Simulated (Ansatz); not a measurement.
# C2H2 (singlet): the correlation ladder, 6-31G

An exercise on one series of results from a longer session: the logs are not shown, and one member is left open.

Computed with Ansatz 0.2.0, Gaussian basis. Level: 6-31G, core rule «outside noble gas», up to 2 orbitals frozen.

Plan: UHF; CCSD(T) on RHF; BCCD(T) on RHF; CISD; CCSDT(Q) on RHF; CISDTQ; CCSDTQ on RHF; CASSCF and MRCISD+Q, 10 electrons in 10 orbitals; CASSCF and NEVPT2, 10 electrons in 10 orbitals; Full CI.

11 further runs of the same task are left out: 1 that didn't finish, 10 set aside as unsound or not needed.

## What is computed

The geometry is an MP2(full)/6-31G* stationary point (not a proven minimum).

4 atoms, charge 0, spin multiplicity 1.

Atoms are counted from 1 here; the program's logs count them from 0.

Bond lengths: C1–C2 1.216 Å, C1–H4 1.066 Å, C2–H3 1.066 Å. Angles: C2–C1–H4 180.0°, C1–C2–H3 180.0°.

Set-up of the first run:

File in.yaml:

```yaml
crystal:
  periodic: [false, false, false]
  atoms:
    - {symbol: C, position_ang: [0.000000, 0.000000, 0.608080]}
    - {symbol: C, position_ang: [0.000000, 0.000000, -0.608080]}
    - {symbol: H, position_ang: [0.000000, 0.000000, -1.673990]}
    - {symbol: H, position_ang: [0.000000, 0.000000, 1.673990]}
basis:
  gaussian: {orbitals: 6-31G}
magnetization: {spin_polarized: true, initial_magnetization: 0}
hamiltonian: {xc: hf}
output: {orbitals: {seedname: orbitals}}
```

On the command line:

```sh
> ansatz run in.yaml --threads 1 --pin off --events-out ev --progress --plain --max-ram 8192MiB --backend cpu
```

Steps of the session up to this table: UHF; CCSD(T) on RHF; BCCD(T) on RHF; CISD; CCSDT(Q) on RHF; CISDTQ; CCSDTQ on RHF; CASSCF and MRCISD+Q, 10 electrons in 10 orbitals; CASSCF and NEVPT2, 10 electrons in 10 orbitals; Full CI.

One of the session's tables, all rows but one given; the rest of the session is left out.

| method | from FCI (meV) |
| --- | --- |
| RHF | +5621.8 |
| RMP2 | +592.3 |
| CISD | ? |
| RCCSD | +200.4 |
| RCCSD(T) | +31.5 |
| BCCD(T) | +32.5 |
| RCCSDT | +28.6 |
| CISDTQ | +37.8 |
| RCCSDT(Q) | +1.4 |
| RCCSDTQ | +3.2 |
| CASSCF valence | +1344.8 |
| NEVPT2 valence | +325.4 |
| MRCISD valence | +42.5 |
| MRCISD+Q valence | +14.1 |
| FCI | 0 |

**Question.** Estimate the row for CISD.

As computed: from FCI (meV): +607.2. In the column «from FCI (meV)» it lies between RMP2 (+592.3) and CASSCF valence (+1344.8).
